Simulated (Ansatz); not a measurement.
# Scan of BeMgH2 (H-bridged), triplet

Starting geometry (PBE0/def2-TZVP stationary point for this spin, not checked as a minimum):

```xyz
4

Be    0.0000   -0.0640    1.9142
Mg    0.0000   -0.0368   -0.6569
H     0.0000    1.0491    1.0318
H     0.0000    0.4099   -2.3070
```

From there all distances are scaled together; atoms are numbered as listed. Energies are in kJ/mol, counted from the starting geometry at the same level.

Basis 6-31G; Ansatz 0.2.0. Only valence electrons are correlated (noble-gas cores frozen). Prefix R: restricted or restricted open-shell reference. Active spaces: valence = (6e, 10o) chosen from the atoms' valence shells. The metal's outer-core shells are frozen, which leaves out core–valence correlation.

Coupled cluster chose its determinant by a search with trial CCSD, here up to 0.18 eV above the lowest Hartree–Fock solution of its kind. For open shells CISD and CISDTQ are restricted-active-space CI with the open shells as a complete middle space. Runs in a small pair space aren't shown, since their orbitals change along the scan. A value is left out where its run failed or describes another state than the reference as far as symmetry and spin tell, or, spin-broken singlets apart, can't be checked.

Full CI is exact within this basis and frozen core; it isn't the basis-set limit.

```tsv
scale of all distances	full CI	unpaired electrons (full CI)	error RHF	error RCCSD	error RCCSD(T)	error CISDTQ	error RCCSDT(Q)	error MRCISD+Q (valence space)
0.891	72.2	2.01	-8.6	-0.9	-0.4	0.0	0.0	-0.2
1.000	0.0	2.02	0.0	0.0	0.0	0.0	0.0	0.0
1.130	21.1	2.04	15.0	1.8	0.8	0.1	0.0	0.0
1.301	107.5	2.10	45.3	5.6	2.5	0.3	0.1	-0.3
1.526	203.8	2.23	–	8.7	2.6	0.6	0.0	-0.3
1.763	241.7	2.28	86.5	-2.4	-0.9	-0.1	0.0	-0.2
2.021	247.6	2.28	71.7	-3.3	-1.3	-0.1	0.0	-0.5
2.381	246.1	2.28	67.8	-3.6	-1.4	-0.1	0.0	-0.8
```

Unpaired electrons are Σ n²(2−n)² over natural occupations. Errors are those of relative energies. In total energy the starting point itself misses full CI by: RHF 138.7, RCCSD 3.7, RCCSD(T) 1.4, CISDTQ 0.1, RCCSDT(Q) 0.0, MRCISD+Q (valence space) 0.7 kJ/mol.

Spread of the error over the points with a reference, to 2.381 (largest less smallest): RCCSDT(Q) 0.1, CISDTQ 0.7, MRCISD+Q (valence space) 0.8, RCCSD(T) 3.9, RCCSD 12.3, RHF 95.1 (7 of 8 points) kJ/mol.

Going outwards, the relative energy of RHF first misses by more than 4.2 kJ/mol (1 kcal/mol) at 1.130.

MRCISD+Q (valence space) stays parallel to the reference within 0.8 kJ/mol over the points shown.
